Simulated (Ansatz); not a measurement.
Basis-set extrapolation for C3H3FO (`C#COCF`) (PBE0-D4/def2-TZVP geometry, frozen core, Ansatz). Multiplicity 1, RHF reference.

```json
{"": "HF", "def2-TZVPP": "-289.671664", "def2-QZVPP": "-289.684360"}
{"": "MP2 correlation", "def2-TZVPP": "-0.943936", "def2-QZVPP": "-1.017330"}
{"": "CCSD(T) correlation", "def2-TZVPP": "-0.999991", "def2-QZVPP": "not run"}
```

Energies in hartree. Use E(X) = E(∞) + A·exp(−7.88·√X) for Hartree–Fock and E(X) = E(∞) + B·X^(−2.97) for correlation, with X = 3 and 4, and add CCSD(T) minus MP2 of the smaller set to the MP2 limit.

**Question.** What is the CCSD(T) energy at the basis-set limit?

**Answer.** HF limit: -289.684360 + (-0.012696) × 0.13774 = -289.68611. MP2 limit: -1.017330 + (-0.073394) × 0.74074 = -1.07170. Higher-order term: -0.999991 − (-0.943936) = -0.05605. Total: -290.81386 hartree, 3.87 eV below CCSD(T)/def2-TZVPP.
